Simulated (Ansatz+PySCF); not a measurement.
# singlet HCl: levels of theory in one basis

```xyz
2

H     0.0000    0.0000   -1.1167
Cl    0.0000    0.0000    0.0657
```

Basis set: def2-SVP (spherical functions). Correlated methods keep 5 orbitals frozen. Charge 0, multiplicity 1.

Computed with Ansatz (development build ahead of 0.2.0); each method stands on the lowest determinant of its kind that the runs found. NEVPT2 correlates all electrons. Active spaces start from the frontier orbitals, and the lowest solution found is given.

```json
{"method": "RHF", "E − E(RHF) (eV)": "0.00", "<S²> of the determinant": "0.00"}
{"method": "RHF-MP2", "E − E(RHF) (eV)": "-3.93", "<S²> of the determinant": "–"}
{"method": "RHF-CCSD", "E − E(RHF) (eV)": "-4.38", "<S²> of the determinant": "–"}
{"method": "RHF-CCSD(T)", "E − E(RHF) (eV)": "-4.43", "<S²> of the determinant": "–"}
{"method": "SC-NEVPT2(8,5)", "E − E(RHF) (eV)": "-3.88", "<S²> of the determinant": "–"}
```

Problem. What does CASSCF(8,5) give on the same scale?

Solution. -0.42 eV.

Problem. Is a single determinant a sound starting point here?

Solution. By this sign, yes. Unrestricted orbitals gain 0.00 eV and <S²> is 0.00 against 0.00 for a pure state. The CASSCF(8,5) natural occupations are 2.00, 2.00, 2.00, 1.98, 0.02.
